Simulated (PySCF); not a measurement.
Bond stretch in SMILES O (H2O). The O1–H3 bond (O1 also carries H; H3 carries nothing else) is varied alone, starting from the PBE0/def2-TZVP optimised geometry.

Levels of theory: UMP2 = MP2 on UHF/cc-pVTZ, 1 core orbital frozen (PySCF); UHF/cc-pVTZ (PySCF); CASSCF(2,2)/cc-pVTZ (PySCF); UCCSD(T) = CCSD(T) on UHF/cc-pVTZ, 1 core orbital frozen (PySCF).

Energies relative to the lowest point of each curve near equilibrium, in kcal/mol:

| R / Å | UMP2 | UHF | CASSCF(2,2) |
|---|---|---|---|
| 0.77 | 35.1 | 30.9 | 34.9 |
| 0.82 | 16.6 | 13.5 | 16.5 |
| 0.87 | 6.0 | 3.9 | 6.0 |
| 0.90 | 2.4 | 1.1 | 2.4 |
| 0.96 | 0.0 | 0.0 | 0.0 |
| 1.01 | 1.5 | 2.6 | 1.3 |
| 1.12 | 11.5 | 15.1 | 10.6 |
| 1.91 | 118.1 | 84.2 | 87.1 |
| 2.09 | 121.7 | 85.4 | 93.5 |
| 2.35 | 123.9 | 86.0 | 98.5 |
| 2.57 | 124.6 | 86.2 | 100.6 |
| 2.90 | 125.1 | 86.3 | 101.9 |

Q: Estimate the UCCSD(T) values at these points.

A: 0.77: 35.0; 0.82: 16.6; 0.87: 6.0; 0.90: 2.4; 0.96: 0.0; 1.01: 1.4; 1.12: 11.2; 1.91: 104.5; 2.09: 114.0; 2.35: 119.5; 2.57: 121.0; 2.90: 121.8 (kcal/mol).

The unrestricted determinant behind UMP2, UHF, UCCSD(T) is spin-contaminated at 1.45 to 3.34 Å (<S²> up to 1.0, against 0.00 for a pure singlet).
